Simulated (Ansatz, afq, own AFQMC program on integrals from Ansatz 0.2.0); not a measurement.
**Where AFQMC and coupled cluster stand for Al2, triplet**

```yaml
atoms:
  - { symbol: Al, position_ang: [0.0000, 0.0000, 0.0000] }
  - { symbol: Al, position_ang: [0.0000, 0.0000, 5.5030] }
```

Basis cc-pVDZ. Noble-gas cores (and the filled d shells of Ga–Kr and In–Xe) are frozen. AFQMC by an in-house program on the Cholesky factors that Ansatz 0.2.0 writes for its CCSD(T) run. The CISD trial takes its coefficients from CCSD amplitudes. Released means that phaseless walkers are propagated on without the constraint, phases kept. ± is one standard error of the sampling.

Determinant: UHF, the one that the program's search chose, which needn't be the lowest solution. The geometry is a point of a scan.

Full CI on the same integrals is exact in this basis and with this determinant's frozen core.

Cautions: lower spins were not checked; CCSDTQ is in doubt: among natural orbitals it converges to other amplitudes; the released energy hasn't reached full CI (34 meV above it at 2.40 1/Eh), so no released level is given (meV from the phaseless value at times in 1/Eh: -2.3 ± 2.0 at 0.24, -2.8 ± 1.5 at 0.51, -4.5 ± 1.4 at 0.99, -7.2 ± 1.3 at 1.62, -3 ± 5 at 2.40).

The T1 diagnostic is 0.0147, the weight of the determinant in the CISD state is 0.875 and the ⟨S²⟩ of the determinant is 2.029. The size of the correlated space is 6 electrons in 26 orbitals.

```json
{"level": "MP2", "correlation energy (eV)": "-1.6736"}
{"level": "CCSD", "correlation energy (eV)": "-2.5686"}
{"level": "CCSD(T)", "correlation energy (eV)": "-2.6077"}
```

**Question.** Estimate where full CI lies against CCSD(T) on the same integrals.

**Answer.** 1.08 kcal/mol below CCSD(T).

Reference: full CI, correlation energy -2.654 eV.

```json
{"level": "CCSD(T)", "E − E(reference) (kcal/mol)": "1.08", "share of correlation (%)": "98.24"}
{"level": "CCSDT", "E − E(reference) (kcal/mol)": "0.51", "share of correlation (%)": "99.16"}
{"level": "CCSDT(Q)", "E − E(reference) (kcal/mol)": "0.44", "share of correlation (%)": "99.28"}
{"level": "CCSDTQ", "E − E(reference) (kcal/mol)": "0.06", "share of correlation (%)": "99.90"}
{"level": "ph-AFQMC/CISD", "E − E(reference) (kcal/mol)": "0.86 ± 0.04", "share of correlation (%)": "98.59"}
```

CCSDT and higher add their correlation energy to the determinant of the CCSD(T) run, since their own runs factorise the integrals more tightly (a shift of under 2 meV).
